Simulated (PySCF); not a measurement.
# NO₂⁺: bending curve

These are results of PBE0/[N def2-TZVP, O def2-TZVP], no relativity, density fitting, PySCF, not measurements.

Rigid scan from the singlet minimum (N–O 1.110 Å (×2); O–N–O 180.0°). Coordinate: the O–N–O angle, bonds fixed. Energies in kJ/mol from the minimum.

Predict the curve at 80, 90, 100, 110, 120, 130, 140, 150, 160, 170, 180.


| bond angle (°) | E (kJ/mol) | dipole size (D, about the centre of mass) |
| --- | --- | --- |
| 80 | 642.6 | 0.31 |
| 90 | 645.7 | 0.17 |
| 100 | 836.7 | 1.34 |
| 110 | 549.7 | 1.09 |
| 120 | 356.9 | 0.90 |
| 130 | 224.8 | 0.74 |
| 140 | 133.5 | 0.59 |
| 150 | 71.0 | 0.45 |
| 160 | 30.4 | 0.30 |
| 170 | 7.4 | 0.15 |
| 180 | 0.0 | 0.00 |

Other isomers or separated fragments may lie lower.
